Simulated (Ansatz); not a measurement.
The same path of BH5N2 + H2 (10 atoms, charge 0, multiplicity 1) was run twice with different band settings. Lost on the way: H9–H10. Made: B1–H9, N2–H10.

Computed with Ansatz 0.2.0, RKS B3LYP-D4/cc-pVDZ.

Relaxed end points:

```xyz
10
Properties=species:S:1:pos:R:3
B 0.125 -0.479 -0.051
N 0.061 -0.121 1.319
H -0.800 -0.166 1.846
H 0.873 0.050 1.900
N 1.338 -0.531 -0.772
H 2.247 -0.318 -0.379
H 1.369 -0.754 -1.757
H -0.904 -0.741 -0.627
H -0.412 3.168 1.950
H -0.322 2.448 1.710
```

```xyz
10
Properties=species:S:1:pos:R:3
B 0.102 0.550 -0.008
N -0.021 0.370 1.694
H -0.191 -0.611 1.929
H 0.866 0.628 2.133
N 1.247 -0.320 -0.403
H 1.017 -1.097 -1.017
H 2.044 0.165 -0.807
H -1.009 0.177 -0.378
H 0.284 1.759 -0.116
H -0.765 0.934 2.114
```

Common settings: movable images 7; climbing image yes; spring 5.0 eV/Å²; optimiser quadratic models (default); start path through a guess of the saddle point; iteration limit 60; end points relaxed.

| run | force threshold |
| --- | --- |
| 1 | 0.05 eV/Å |
| 2 | 0.5 eV/Å |

**Question.** What does each run give, and how far can it be trusted?

**Answer.** Run 1: converged after 44 iterations, highest image 2.145 eV above the first end. The profile has 2 maxima (images 5, 7) with wells between them (image 6): this band takes more than one step, which may be the mechanism or a detour left from its start path. Neighbouring images differ by up to 1.5 eV, so the band resolves the path poorly. A vibrational analysis at the climbing image gives one clearly imaginary mode, 1526i cm⁻¹: a first-order saddle point.
Run 2: converged after 16 iterations, highest image 2.297 eV above the first end. The threshold of 0.5 eV/Å is loose, so the images may lie well off the minimum-energy path. Neighbouring images differ by up to 1.6 eV, so the band resolves the path poorly. The order of the point at the top wasn't checked.
The orbitals stay closed-shell, which can raise the energy where a bond breaks towards radicals; this wasn't checked here.
